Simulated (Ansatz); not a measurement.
**One shape, several levels: SiO2 (silicon dioxide molecule)**

We compute a comparison of 6 runs (B3LYP/6-31G*, PBE0/cc-pVTZ, revPBE/cc-pVTZ, wB97M-V/cc-pVTZ, RPA@PBE/cc-pVTZ, CCSD(T)/cc-pVTZ) of SiO2 (silicon dioxide molecule). 

The results are computed with Ansatz 0.2.0.

49 further runs of the same task are left out: 10 that didn't finish, 39 set aside as unsound or not needed.

## (1) The system as given

SiO2 has 3 atoms, charge 0, and is taken as a singlet. As SMILES, `O=[Si]=O`. One bond was lengthened or shortened from a relaxed shape.

Bond lengths: O1–Si2 1.958 Å, Si2–O3 1.506 Å. Angles: O1–Si2–O3 180.0°.

## (2) A single-point energy at B3LYP/6-31G(d) (spherical functions) (run 1)

Input file job.yaml:

```yaml
basis:
  gaussian:
    orbitals: 6-31G_st_-spherical.json
crystal:
  periodic: [false, false, false]
  atoms:
    - {symbol: O, position_ang: [0.907039, 1.598457, 0.674378]}
    - {symbol: Si, position_ang: [-0.000010, 0.000000, -0.000000]}
    - {symbol: O, position_ang: [-0.697730, -1.229610, -0.518760]}
output: {orbitals: {seedname: orbitals}}
accuracy: high
hamiltonian:
  xc: {name: B3LYP}
```

The basis set 6-31G* is read from a file made from the Basis Set Exchange's data (not shown).

Started as:

```sh
$ ansatz run job.yaml --threads 1 --pin off --max-ram 3480MiB --events-out events.jsonl --progress --plain --runs-dir runs
```

Output:

```text
Warning: RAYON_NUM_THREADS=1 ignored (pool sized by the plan → 1); use --threads N
Functional definition: B3LYP
  name "B3LYP"
  parameter a0 = 0.2
  parameter ax = 0.72
  parameter ac = 0.81
  exchange = (1 - a0 - ax)*slater_x + ax*b88_x + a0*exact_x
  correlation = (1 - ac)*vwn_rpa_c + ac*lyp_c
820 factors; integrals over basis functions are off by at most 6.8e-9 eV
mean field evaluation 1: about -11954.1830 eV, gradient 8.2e1 eV
mean field evaluation 2: about -11835.8591 eV, gradient 2.0e2 eV
mean field evaluation 4: about -11967.5385 eV, gradient 1.6e1 eV
mean field evaluation 8: about -11968.4300 eV, gradient 1.3e-1 eV
mean field evaluation 16: about -11968.4319 eV, gradient 8.4e-6 eV
mean field -11968.43186772 eV, -439.8317586442 hartree, gradient 3.1e-8 eV, S^2 0.000000; 0 other end points of the search recorded, 0 dependent functions left out
reference -11968.43189643 eV, -439.8317596994 hartree; 15, 15 occupied and 31, 31 virtual orbitals, 820 factors
Total energy: -11968.43189643 eV, -439.8317596994 hartree
```

Wall time 1.8 s (1 thread of Arm Neoverse V1, shared host); peak memory 0.11 GiB.

## (3) The energy at PBE0/cc-pVTZ (run 2)

Input file molecule.yaml:

```yaml
crystal:
  periodic: [false, false, false]
  atoms:
    - {symbol: O, position_ang: [0.907039, 1.598457, 0.674378]}
    - {symbol: Si, position_ang: [-0.000010, 0.000000, -0.000000]}
    - {symbol: O, position_ang: [-0.697730, -1.229610, -0.518760]}
basis:
  gaussian:
    orbitals: cc-pVTZ
output: {orbitals: {seedname: orbitals}}
accuracy: high
hamiltonian:
  xc: pbe0
```

Started as:

```sh
$ ansatz run molecule.yaml --threads 1 --pin off --max-ram 3480MiB --events-out events.jsonl --progress --plain --runs-dir runs
```

Output:

```text
Warning: RAYON_NUM_THREADS=1 ignored (pool sized by the plan → 1); use --threads N
Functional definition: PBE0
  name "PBE0"
  parameter a = 0.25
  parameter kappa = 0.804
  parameter beta = 0.06672455060314922
  exchange = (1 - a)*pbe_x(kappa = kappa, mu = beta*pi^2/3) + a*exact_x
  correlation = pbe_c(beta = beta)
1391 factors; integrals over basis functions are off by at most 3.5e-9 eV
mean field evaluation 1: about -11949.8339 eV, gradient 8.2e1 eV
mean field evaluation 2: about -11845.4876 eV, gradient 2.0e2 eV
mean field evaluation 4: about -11962.5643 eV, gradient 1.3e1 eV
mean field evaluation 8: about -11962.9926 eV, gradient 3.4e-1 eV
mean field evaluation 16: about -11962.9946 eV, gradient 8.0e-5 eV
mean field -11962.99455266 eV, -439.6319410013 hartree, gradient 9.1e-8 eV, S^2 0.000000; 0 other end points of the search recorded, 0 dependent functions left out
reference -11962.99455454 eV, -439.6319410704 hartree; 15, 15 occupied and 79, 79 virtual orbitals, 1391 factors
Total energy: -11962.99455454 eV, -439.6319410704 hartree
```

Run time: 3.6 s. Hardware: 1 thread of Arm Neoverse V1, shared host; peak memory 0.19 GiB.

Runs 3 to 5 aren't shown in full; the table further down has their settings and results.

## (4) The energy at CCSD(T)/cc-pVTZ (run 6)

Input file job.yaml:

```yaml
crystal:
  periodic: [false, false, false]
  atoms:
    - {symbol: O, position_ang: [0.907039, 1.598457, 0.674378]}
    - {symbol: Si, position_ang: [-0.000010, 0.000000, -0.000000]}
    - {symbol: O, position_ang: [-0.697730, -1.229610, -0.518760]}
basis:
  gaussian:
    orbitals: cc-pVTZ
correlation:
  method: ccsd_t
  frozen_orbitals: {O: 1, Si: 5}
accuracy: high
scf:
  omitted_lower_state_checks: [cluster_reference, increment]
```

Started as:

```sh
$ ansatz run job.yaml --threads 1 --pin off --max-ram 3480MiB --events-out events.jsonl --progress --plain --runs-dir runs
```

Output (excerpt; [...] marks lines left out):

```text
Warning: RAYON_NUM_THREADS=1 ignored (pool sized by the plan → 1); use --threads N
Functional definition: HF
  name "HF"
[...]
1391 factors; integrals over basis functions are off by at most 3.5e-9 eV
[...]
mean field -11935.08253683 eV, -438.6061933389 hartree, gradient 4.7e-8 eV, S^2 0.000000; 1 other end points of the search recorded, 0 dependent functions left out; unrestricted orbitals would lower it
7 core orbitals not correlated: weight in the atoms' cores, before any rotation towards them, 1.000 or more for the frozen orbitals, at most 0.000 for the correlated occupied ones
reference -11935.08253683 eV, -438.6061933389 hartree; 8, 8 occupied and 79, 79 virtual orbitals, 1391 factors
second order -16.12852842 eV of doubles, -0.00000000 eV of singles
cycle   1  -15.05914474 eV  change     1.1e0 eV  update   1.9e-1
[...]
cycle  28  -16.11316633 eV  change   6.3e-10 eV  update  8.9e-10
perturbative correction -0.96556132 eV, -0.0354837241 hartree
Total energy: -11952.16126448 eV, -439.2338250037 hartree
Checks for a lower state left out: cluster_reference, increment
```

Wall time 7.5 s (1 thread of Arm Neoverse V1, shared host); peak memory 0.45 GiB.

## (5) Overview of the runs

| run | level | frozen core orbitals | energy (Eh) | HOMO energy (eV) | LUMO energy (eV) | HOMO–LUMO gap (eV) | wall time |
| --- | --- | --- | --- | --- | --- | --- | --- |
| 1 | B3LYP/6-31G* (spherical functions) | – | -439.831760 | -8.16 | -4.52 | 3.64 | 1.8 s |
| 2 | PBE0/cc-pVTZ | – | -439.631941 | -8.80 | -4.45 | 4.36 | 3.6 s |
| 3 | revPBE/cc-pVTZ | – | -439.834752 | -7.12 | -5.32 | 1.80 | 2.9 s |
| 4 | wB97M-V/cc-pVTZ | – | -439.865728 | -11.22 | -2.29 | 8.92 | 29 s |
| 5 | RPA@PBE/cc-pVTZ | 7 | -439.470831 | – | – | – | 6 s |
| 6 | CCSD(T)/cc-pVTZ | 7 | -439.233825 | – | – | – | 7.5 s |

## (6) What came out

| quantity | value |
| --- | --- |
| run 6: total energy | -439.23383 Eh |
| run 6: correlation energy (7 core orbitals frozen) | -627.6 mEh |
| run 6: (T) correction | -35.48 mEh |
| run 6: T1 diagnostic | 0.049 |

In words: Over runs 1, 2, 3, 4 the HOMO–LUMO gap runs from 1.80 eV (revPBE/cc-pVTZ) to 8.92 eV (wB97M-V/cc-pVTZ). Totals of different functionals can't be ranked against each other. In run 6 the T1 diagnostic is large, so a single reference may not serve. In run 6 the log says that unrestricted orbitals would lower the reference, so the values rest on an unstable closed-shell determinant (other closed-shell runs at this shape may share the fault). All runs together took 50 s, the longest 29 s.
